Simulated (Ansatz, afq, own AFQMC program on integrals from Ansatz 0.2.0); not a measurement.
AFQMC on a folder of integrals that Ansatz 0.2.0 wrote.

```yaml
crystal:
  periodic: [false, false, false]
  atoms:
    - {symbol: Al, position_ang: [0.000000, 0.000000, 0.696811]}
    - {symbol: N, position_ang: [0.000000, 0.000000, -1.099242]}
    - {symbol: H, position_ang: [0.000000, 0.822256, -1.688737]}
    - {symbol: H, position_ang: [0.000000, -0.822256, -1.688737]}
basis:
  gaussian: {orbitals: cc-pVDZ}
magnetization: {spin_polarized: false}
correlation: {method: ccsd_t, electrons: outside_noble_gas, hamiltonian_folder: ham}
```

```sh
$ ansatz run in.yaml --threads 1 --pin off --events-out ev --progress --plain --max-ram 1843MiB
```

afq runs on the folder ham with

```
--method phaseless --trial hf --walkers 140 --populations 1 --least-time 40 --time-step 0.005 --steps-per-block 20 --equilibration-blocks 112 --max-blocks 600 --target-error 0.00114 --factor-cut 1e-05 --seed 131 --taylor-order 6
```

Times are imaginary, in 1/Eh. The walk had a cap of 536 s.

afq prints:

```
orbitals 36  electrons 5 5  factors 276 of 404
reference energy -297.54409255 Eh
CCSD correlation -0.24709012 Eh in 11 cycles, weight of the determinant in the CISD state 0.8765
energy of the start -297.544092 Eh
 block  time / (1/Eh)  mean weight  energy / Eh
     1     0.100  1.0017  -297.606649
     2     0.200  1.0013  -297.652875
     3     0.300  1.0023  -297.686641
     4     0.400  1.0012  -297.693070
     5     0.500  1.0007  -297.701405
     8     0.800  1.0012  -297.746644
    18     1.800  0.9994  -297.774362
    69     6.900  1.0003  -297.794966
   120    12.000  1.0001  -297.802969
   154    15.400  1.0009  -297.762097
   171    17.100  0.9989  -297.790901
   205    20.500  1.0015  -297.934436
   222    22.200  1.0001  -297.777771
   273    27.300  1.0003  -297.863802
   324    32.400  1.0008  -297.771377
   375    37.500  0.9988  -297.778112
   426    42.600  0.9992  -297.771068
   477    47.700  0.9998  -297.809837
   528    52.800  0.9985  -297.828955
   579    57.900  1.0016  -297.808321
   630    63.000  1.0009  -297.802321
   681    68.100  1.0020  -297.784341
   698    69.800  1.0016  -297.823476
blocks merged  error / Eh  count
     1  0.000993  600
     2  0.001313  300
     4  0.001749  150
     8  0.002174  75
    16  0.002457  37
    32  0.002870  18
    64  0.003089  9
energy -297.801490 +/- 0.002870 Eh
(rows thinned)
```

The run passed its tests (sampling time, drift between the halves within three errors, error under three times the target), which doesn't prove that it has relaxed.

Against this walk (error 78.1 meV) on the same determinant: CCSD(T) 102.2 meV higher (within the noise), CCSDT(Q) 69.1 meV higher (within the noise), a separate phaseless walk with a CISD trial and standard settings 86.8 ± 79.1 meV higher (within the noise). The error is statistical and leaves out the bias of the constraint.

Cautions: constraint bias not in the error; error above the target (78.1 against 31.0 meV).

The walk took 2.9 min on 1 thread of Arm Neoverse V1 (shared host). The log's last line is the phaseless energy.

CCSDT and higher add their correlation energy to the determinant of the CCSD(T) run, since their own runs factorise the integrals more tightly (a shift of under 2 meV). A walk keeps the symmetry of its determinant, which the program's search chose and which needn't be the lowest solution, so a lower state of the same spin and another symmetry isn't excluded.
